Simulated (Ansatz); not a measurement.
Born–Oppenheimer molecular dynamics of CH₆AlN (9 atoms, charge 0, multiplicity 1). It starts from a relaxed structure.

Level of theory: RKS CAM-B3LYP-D4/6-31G (Ansatz 0.2.0).

| Property | Result |
| --- | --- |
| ensemble | NVT, Nosé–Hoover chain |
| time step | 0.5 fs |
| steps asked | 250 |
| set temperature | 1000 K |
| thermostat | time constant 100 fs, chain length 3 (defaults) |
| seed | 556304 |

First frame:

```xyz
9
Properties=species:S:1:pos:R:3
Al 0.061 0.225 0.014
C 0.030 -0.084 1.953
H -0.794 -0.752 2.232
H 0.962 -0.531 2.313
H -0.123 0.855 2.498
N 1.553 -0.093 -0.922
H 2.419 -0.438 -0.531
H 1.629 0.053 -1.919
H -1.182 0.765 -0.837
```

Task: What does the run give?

Result: The run went to its last step.

```yaml
steps_done: 250
time_covered: 125 fs
mean_temperature_over_the_second_half: 627 K
spread_of_the_potential_energy_over_the_second_half: 16.5 meV per atom
mean_potential_energy_of_the_second_half_above_the_start: 64.3 meV per atom
```

The conserved energy stayed within 1.8 meV per atom of its start (net change 1.6 meV per atom), so the integration is sound. The mean temperature of the second half is 37 % below the set value. A run of 0.12 ps of so small a system gives no equilibrium averages. Limits of this set-up: no polarisation functions.

Task: What happens to the structure?

Result: The same pairs are bonded in the first frame and the last. Pairs count as bonded within 1.25 times the sum of covalent radii (0.12 Å more for H–H). The details hang on the random start.

Task: How do temperature and energy run in time?

Result: 
```csv
time (fs),T (K),potential energy less start (eV),conserved less start (meV/atom)
0,1000,0.000,0.00
6,602,0.364,0.40
12,285,0.657,0.91
18,661,0.314,0.23
24,528,0.447,0.76
30,232,0.727,1.28
36,528,0.460,0.54
42,534,0.471,0.83
48,264,0.729,1.08
54,680,0.358,0.27
60,808,0.265,0.53
66,548,0.528,0.94
72,633,0.463,0.30
78,674,0.454,0.69
84,566,0.584,1.24
90,514,0.656,0.96
96,667,0.549,0.92
102,437,0.797,1.72
108,503,0.762,1.11
114,730,0.583,0.83
120,640,0.705,1.51
```

Time of the run: 6.4 min on 1 thread of Arm Neoverse V2, with other jobs on the host, peak memory 0.1 GiB.
